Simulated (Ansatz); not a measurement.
**Molecular dynamics of C₂H₂FS**

input.yaml

```yaml
crystal:
  periodic: [false, false, false]
  atoms:
    - { symbol: F, position_ang: [1.469432, -0.151404, -1.177326] }
    - { symbol: C, position_ang: [0.185944, -0.320351, -0.805437] }
    - { symbol: C, position_ang: [-0.232875, -0.081472, 0.420755] }
    - { symbol: S, position_ang: [0.135119, 0.514783, 1.975229] }
    - { symbol: H, position_ang: [-0.444996, -0.677872, -1.612029] }
    - { symbol: H, position_ang: [-1.112613, 0.716316, 1.198797] }
magnetization:
  spin_polarized: true
  initial_magnetization: 1
basis:
  gaussian: { orbitals: "6-31G*" }
hamiltonian:
  xc: pbe0
  dispersion: d4
md:
  timestep: 0.5
  n_steps: 200
  ensemble: nve
  temperature: 300.0
  initial_velocities: maxwell_boltzmann
  seed: 7606
```

Run as:

```bash
$ ansatz run input.yaml --threads 2 --pin off --max-ram 3072MiB --backend cpu --events-out ev --progress --plain --runs-dir out
```

It starts at the highest image of a converged band, a first-order saddle point between two minima.

Output, in part (step lines, the closing report, with atoms numbered from 0):

```
md step     0: t =     0.00 fs  T =   300.0 K  F+E_penalty+E_count = -15644.87538443 eV  E_kin = 0.155112 eV  conserved = -15644.72027243 eV  (46 SCF iters)
md step     1: t =     0.50 fs  T =   292.3 K  F+E_penalty+E_count = -15644.87134106 eV  E_kin = 0.151151 eV  conserved = -15644.72019010 eV  (34 SCF iters)
md step     2: t =     1.00 fs  T =   270.9 K  F+E_penalty+E_count = -15644.86010852 eV  E_kin = 0.140080 eV  conserved = -15644.72002862 eV  (35 SCF iters)
md step     3: t =     1.50 fs  T =   240.4 K  F+E_penalty+E_count = -15644.84413658 eV  E_kin = 0.124300 eV  conserved = -15644.71983669 eV  (35 SCF iters)
md step     4: t =     2.00 fs  T =   206.4 K  F+E_penalty+E_count = -15644.82639913 eV  E_kin = 0.106741 eV  conserved = -15644.71965854 eV  (35 SCF iters)
md step     5: t =     2.50 fs  T =   174.4 K  F+E_penalty+E_count = -15644.80968855 eV  E_kin = 0.090163 eV  conserved = -15644.71952604 eV  (35 SCF iters)
md step     6: t =     3.00 fs  T =   148.2 K  F+E_penalty+E_count = -15644.79609523 eV  E_kin = 0.076639 eV  conserved = -15644.71945666 eV  (36 SCF iters)
md step     7: t =     3.50 fs  T =   130.1 K  F+E_penalty+E_count = -15644.78671917 eV  E_kin = 0.067266 eV  conserved = -15644.71945332 eV  (36 SCF iters)
[... lines left out ...]
Total energy: -15645.41758783 eV, -574.9584915079 hartree
Atom 0 at     1.479902    -0.034361    -0.984863 Å, force    -1.534704    -0.237377     0.064375 eV/Å
Atom 1 at     0.150885    -0.327974    -0.805665 Å, force     0.089813     0.602498     3.841412 eV/Å
Atom 2 at    -0.426319    -0.400097     0.474508 Å, force     2.185130     2.091194    -2.805136 eV/Å
Atom 3 at     0.165573     0.519985     1.831820 Å, force    -0.166836    -0.402202     0.633136 eV/Å
Atom 4 at    -0.412493    -0.344971    -1.705786 Å, force    -0.227462    -0.664680    -0.906404 eV/Å
Atom 5 at     0.411716     1.899428     1.588514 Å, force    -0.345942    -1.389433    -0.827383 eV/Å
Dipole moment:    -0.063580     0.302062    -0.279669 e Å
```

The steps, from the saved trajectory:

```
time (fs)  T (K)  potential energy less start (eV)  conserved less start (meV/atom)
      0.0    300                             0.000                             0.00
      3.0    148                             0.079                             0.14
      6.0    128                             0.090                             0.11
      9.0    367                            -0.034                             0.12
     12.0    903                            -0.311                             0.14
     15.0   1879                            -0.817                            -0.07
     18.0   2424                            -1.099                            -0.20
     21.0   1864                            -0.809                            -0.05
     24.0   1171                            -0.450                             0.08
     27.0    890                            -0.305                             0.00
     30.0   1050                            -0.387                             0.11
     33.0   1752                            -0.751                            -0.09
     36.0   2055                            -0.908                            -0.05
     39.0   2231                            -1.000                            -0.18
     42.0   1471                            -0.606                            -0.05
     45.0    637                            -0.173                             0.17
     48.0    738                            -0.226                             0.07
     51.0   1121                            -0.424                             0.06
     54.0   1891                            -0.823                            -0.02
     57.0   2414                            -1.094                            -0.21
     60.0   1756                            -0.753                            -0.06
     63.0    732                            -0.222                             0.21
     66.0    676                            -0.194                             0.01
     69.0    963                            -0.342                             0.19
     72.0   1768                            -0.760                            -0.21
     75.0   2026                            -0.893                            -0.05
     78.0   2124                            -0.944                            -0.08
     81.0   1898                            -0.828                            -0.26
     84.0    958                            -0.338                             0.34
     87.0   1149                            -0.441                            -0.24
     90.0    881                            -0.299                             0.19
     93.0   1447                            -0.594                            -0.04
     96.0   1960                            -0.859                            -0.09
     99.0   1617                            -0.681                            -0.06
```

The run went to its last step. The conserved energy stayed within 0.34 meV per atom of its start (net change 0.044 meV per atom), so the integration is sound. The system heated up, since it started high on the potential surface and ran downhill. A run of 0.1 ps of so small a system gives no equilibrium averages.

The step under study would form C3–H6 and break S4–H6. These pairs go: C3–H6 1.42 → 2.69 Å, S4–H6 1.48 → 1.42 Å. In the last frame they stand as before the step (other bonds may differ from the relaxed reactants and products). It ends as one piece, C2H2FS. Pairs count as bonded within 1.25 times the sum of covalent radii (0.12 Å more for H–H).

Last frame:

```xyz
6
Properties=species:S:1:pos:R:3
F 1.480 -0.034 -0.985
C 0.151 -0.328 -0.806
C -0.426 -0.400 0.474
S 0.166 0.520 1.832
H -0.412 -0.345 -1.706
H 0.412 1.899 1.589
```

The run took 6.8 min on 2 threads of Arm Neoverse V1 (shared host), peak memory 0.16 GiB.
